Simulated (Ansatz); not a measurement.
C3H6N2 can be A, `C=NC(C)=N`, or B, `CN1C=NC1`.

Calculated with Ansatz (gas phase, PBE0-D4/def2-TZVP geometries, no zero-point term in ΔE). CCSD(T)/CBS adds triple-zeta CCSD(T) − MP2 to the extrapolated MP2 energy (def2 sets, frozen cores). Functionals use def2-TZVPP. B3LYP here is the variant with VWN-RPA as its local correlation; programs differ in this. Each species was taken in one conformer, which may not be the lowest.

A:

```xyz
11

C     0.166    1.663   -0.820
N     0.219    1.018    0.260
C     0.326   -0.381    0.241
C    -0.887   -1.085    0.753
N     1.370   -1.018   -0.093
H     0.168    1.181   -1.805
H     0.118    2.750   -0.790
H    -1.126   -0.732    1.758
H    -1.751   -0.865    0.120
H    -0.705   -2.158    0.768
H     2.103   -0.374   -0.391
```

B:

```xyz
11

C    -1.279    0.458   -0.355
N    -0.193   -0.101    0.409
C     0.927    0.593    0.832
N     1.878   -0.209    0.494
C     0.824   -1.029   -0.134
H    -0.959    0.895   -1.312
H    -2.022   -0.316   -0.556
H    -1.766    1.239    0.234
H     0.964    1.543    1.361
H     0.876   -1.025   -1.225
H     0.750   -2.048    0.252
```

Problem. Which is lower in electronic energy at CCSD(T)/CBS, and by how much? (An estimate is asked.)

Solution. The calculation gave: A, by 21.2 kcal/mol.

Problem. Give E(B) − E(A) in kcal/mol with PBE0-D4, B3LYP, PBE-D4, CCSD/def2-TZVPP, HF/def2-TZVPP, MP2/def2-TZVPP, B3LYP-D4. (Best estimate.)

Solution. The calculation gave: PBE0-D4 17.9, B3LYP 23.5, PBE-D4 19.2, CCSD/def2-TZVPP 21.6, HF/def2-TZVPP 25.3, MP2/def2-TZVPP 19.5, B3LYP-D4 23.6. None reverses the order clearly.

Largest T1 diagnostic: 0.013.

From PBE to PBE0 (25 % exact exchange), in def2-TZVPP and without D4, E(B) − E(A) moves by −1.3 kcal/mol. In def2-TZVPP, CCSD(T) changes the Hartree–Fock value by −3.9 kcal/mol (the triples alone add −0.2 kcal/mol) and MP2 by −5.8 kcal/mol.
